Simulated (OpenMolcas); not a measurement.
# One shape, several levels: [PH2]− (phosphanide)

We compute a comparison of 6 runs (PBE/6-31G, UB3LYP/6-31G, UPBE/6-31G, r2SCAN/6-31G, MP2/6-31G, CISD/6-31G) of [PH2]− (phosphanide). 

Program for the calculation: OpenMolcas 26.06.

4 further runs of the same task are left out: 4 set aside as unsound or not needed.

## (1) The molecule

[PH2]− has 3 atoms, charge -1, and is taken as a singlet. As SMILES, `[PH2-]`. The P1–H3 distance was set to 2.354 Å, away from the relaxed value. At this shape a bond of the SMILES string is far longer than usual.

Bond lengths: P1–H2 1.345 Å. A long bond or contact: P1–H3 2.354 Å.

## (2) A single-point energy at PBE/6-31G (run 1)

Contents of calc.input:

```
&gateway
baslib = $CurrDir
coord
3
angstrom
P        1.326447       0.008708       0.736450
H        0.933117       1.292508       0.656530
H       -0.604500      -0.696650      -0.410180
basis = 6-31G
group = NoSym
&seward
gridinput
Grid=UltraFine
End of Grid
&scf
charge = -1
ksdft = PBE
thresholds = 1e-10 1e-07 1e-07 1e-05
prorbitals = 1 1
```

The basis set 6-31G is read from a file made from the Basis Set Exchange's data (not shown).

The run is started by

```
$ export MOLCAS_MEM=1860
$ pymolcas calc.input > calc.log
```

Standard output:

```text
--- Start Module: gateway ---
[...]
--- Stop Module: gateway /rc=_RC_ALL_IS_WELL_ ---
--- Start Module: seward ---
[...]
      Basis functions           17
--- Stop Module: seward /rc=_RC_ALL_IS_WELL_ ---
--- Start Module: scf ---
[...]
       Convergence after  18 Iterations
[...]
::    Total KS-DFT energy                            -342.2455409686
[...]
      Total spin, S                                     0.0000000000
[...]
      Total electronic charge=   18.000000
      Total            charge=   -1.000000
[...]
      Dipole Moment (debye):
      Origin of the operator (angstrom)=    1.2554    0.0264    0.6990
                   X=  1.4877E+00               Y=  1.6510E+00               Z=  1.0026E+00           Total=  2.4381E+00
      Center of Charge (angstrom)
[...]
--- Stop Module: scf /rc=_RC_ALL_IS_WELL_ ---
[...]
```

It took 4.2 s on 1 thread of Arm Neoverse V1, shared host; peak memory 0.37 GiB.

## (3) The energy at UB3LYP/6-31G (run 2)

Contents of calc.input:

```
* H2P Kohn-Sham DFT

&gateway
  baslib=$CurrDir
  coord
  3
  angstrom
  P        1.326447       0.008708       0.736450
  H        0.933117       1.292508       0.656530
  H       -0.604500      -0.696650      -0.410180
  basis=6-31G
  group=NoSym

&seward
  gridinput
  Grid=UltraFine
  End of Grid

&scf
  uhf
  charge=-1
  ksdft=B3LYP
  thresholds=1e-10 1e-07 1e-07 1e-05
  scramble=0.25
  prorbitals=1 1
```

The basis set 6-31G is read from a file made from the Basis Set Exchange's data (not shown).

The run is started by

```
$ export MOLCAS_MEM=1860
$ pymolcas calc.input > calc.log
```

Standard output:

```text
--- Start Module: gateway ---
[...]
--- Stop Module: gateway /rc=_RC_ALL_IS_WELL_ ---
--- Start Module: seward ---
[...]
      Basis functions           17
--- Stop Module: seward /rc=_RC_ALL_IS_WELL_ ---
--- Start Module: scf ---
[...]
       Convergence after  20 Iterations
[...]
::    Total KS-DFT energy                            -342.4318381750
[...]
      Total spin, S                                     0.0000000001
[...]
      Total electronic charge=   18.000000
      Total            charge=   -1.000000
[...]
      Dipole Moment (debye):
      Origin of the operator (angstrom)=    1.2554    0.0264    0.6990
                   X=  1.7972E+00               Y=  1.6767E+00               Z=  1.1770E+00           Total=  2.7252E+00
      Center of Charge (angstrom)
[...]
--- Stop Module: scf /rc=_RC_ALL_IS_WELL_ ---
[...]
```

Wall time 6.9 s (1 thread of Arm Neoverse V1, shared host); peak memory 0.37 GiB.

Run 3 isn't shown in full; the table further down has it.

## (4) A single-point energy at r2SCAN/6-31G (run 4)

Contents of calc.inp:

```
* H2P Kohn-Sham DFT

&GATEWAY
  BasLib
  $CurrDir
  Coord
  3
  angstrom
  P        1.326447       0.008708       0.736450
  H        0.933117       1.292508       0.656530
  H       -0.604500      -0.696650      -0.410180
  Basis
  6-31G
  Group
  NoSym

&SEWARD
  GridInput
  Grid=UltraFine
  End of Grid

&SCF
  Charge
  -1
  KSDFT
  2
  1.0 MGGA_X_R2SCAN
  1.0 MGGA_C_R2SCAN
  Thresholds
  1e-10 1e-07 1e-07 1e-05
  PrOrbitals
  1 1
```

The basis set 6-31G is read from a file made from the Basis Set Exchange's data (not shown).

The run is started by

```
$ export MOLCAS_MEM=1860
$ pymolcas calc.inp > calc.log
```

Standard output:

```text
--- Start Module: gateway ---
[...]
--- Stop Module: gateway /rc=_RC_ALL_IS_WELL_ ---
--- Start Module: seward ---
[...]
      Basis functions           17
--- Stop Module: seward /rc=_RC_ALL_IS_WELL_ ---
--- Start Module: scf ---
[...]
       Convergence after  17 Iterations
[...]
::    Total KS-DFT energy                            -342.3790733196
[...]
      Total spin, S                                     0.0000000000
[...]
      Total electronic charge=   18.000000
      Total            charge=   -1.000000
[...]
      Dipole Moment (debye):
      Origin of the operator (angstrom)=    1.2554    0.0264    0.6990
                   X=  1.5209E+00               Y=  1.6843E+00               Z=  1.0246E+00           Total=  2.4900E+00
      Center of Charge (angstrom)
[...]
--- Stop Module: scf /rc=_RC_ALL_IS_WELL_ ---
[...]
```

Wall time 5.1 s (1 thread of Arm Neoverse V1, shared host); peak memory 0.37 GiB.

Run 5 isn't shown in full; the table further down has it.

## (5) The energy at CISD/6-31G (run 6)

Contents of calc.input:

```
>>> EXPORT MOLCAS_PRINT=2

&gateway
 baslib=$CurrDir
 coord
 3
 angstrom
 P        1.326447       0.008708       0.736450
 H        0.933117       1.292508       0.656530
 H       -0.604500      -0.696650      -0.410180
 basis=6-31G
 group=NoSym

&seward

&scf
 charge=-1
 thresholds=1e-10 1e-07 1e-07 1e-05
 prorbitals=1 1

&motra
 frozen=5

&guga
 electrons=8
 spin=1
 inactive=4
 active=0
 ciall=1

&cpf
 sdci
```

The basis set 6-31G is read from a file made from the Basis Set Exchange's data (not shown).

The run is started by

```
$ export MOLCAS_MEM=1860
$ pymolcas calc.input > calc.log
```

Standard output:

```text
--- Start Module: gateway ---
[...]
--- Stop Module: gateway /rc=_RC_ALL_IS_WELL_ ---
[...]
      Basis functions           17
[...]
       Convergence after  13 Iterations
[...]
::    Total SCF energy                               -341.7244141263
[...]
      Total spin, S                                     0.0000000000
[...]
      *** WARNING: Default frozen orbitals is overwritten by user input.
      *** Default values:   5
[...]
--- Start Module: guga ---
[...]
--- Stop Module: guga /rc=_RC_ALL_IS_WELL_ ---
--- Start Module: cpf ---
[...]
      Active orbitals                            0       0
[...]
      Spin quantum number                      0.0
[...]
     FINAL CI ENERGY          -341.81029140
     FINAL CORRELATION ENERGY   -0.08587728  REFERENCE ENERGY    -341.72441413
[...]
     REL. CI ENERGY           -341.81029140
[...]
      Total electronic charge=   18.000000
      Total            charge=   -1.000000
[...]
      Dipole Moment (debye):
      Origin of the operator (angstrom)=    1.2554    0.0264    0.6990
                   X=  1.3387E+00               Y=  1.4919E+00               Z=  9.0291E-01           Total=  2.1985E+00
      Quadrupole Moment (debye*angstrom):
[...]
--- Stop Module: cpf /rc=_RC_ALL_IS_WELL_ ---
[...]
```

Run time: 1.7 s. Hardware: 1 thread of Arm Neoverse V1, shared host; peak memory 0.37 GiB.

## (6) All runs side by side

| run | level | scramble | integration grid | energy (Eh) | HOMO energy (eV) | LUMO energy (eV) | HOMO–LUMO gap (eV) | wall time |
| --- | --- | --- | --- | --- | --- | --- | --- | --- |
| 1 | PBE/6-31G | – | UltraFine | -342.245541 | 2.36 | 3.36 | 1.00 | 4.2 s |
| 2 | UB3LYP/6-31G | 0.25 | UltraFine | -342.431838 | 1.44 | 4.02 | 2.58 | 6.9 s |
| 3 | UPBE/6-31G | 0.25 | UltraFine | -342.245541 | 2.36 | 3.36 | 1.00 | 5.7 s |
| 4 | r2SCAN/6-31G | – | UltraFine | -342.379073 | 2.06 | 3.36 | 1.30 | 5.1 s |
| 5 | MP2/6-31G | – | – | -341.788107 | -1.61 | 7.39 | 9.00 | 1.6 s |
| 6 | CISD/6-31G | – | – | -341.810291 | -1.61 | 7.39 | 9.00 | 1.7 s |

## (7) Outcome

| quantity | value |
| --- | --- |
| run 6: total energy | -341.81029 Eh |
| run 6: HOMO energy (Hartree–Fock orbitals) | -1.61 eV |
| run 6: LUMO energy (Hartree–Fock orbitals) | 7.39 eV |
| run 6: HOMO–LUMO gap (to an unbound level, set by the basis) | 9.00 eV |
| run 6: correlation energy (5 core orbitals frozen) | -85.9 mEh |

Over runs 1, 2, 3, 4 the HOMO–LUMO gap runs from 1.00 eV (PBE/6-31G) to 2.58 eV (UB3LYP/6-31G). The empty levels of an anion lie above zero and hang on the basis. Totals of different functionals can't be ranked against each other. In runs 1, 2, 3, 4 the HOMO lies above zero, so the outermost electron may be held by the basis alone. All runs together took 25 s, the longest 6.9 s.
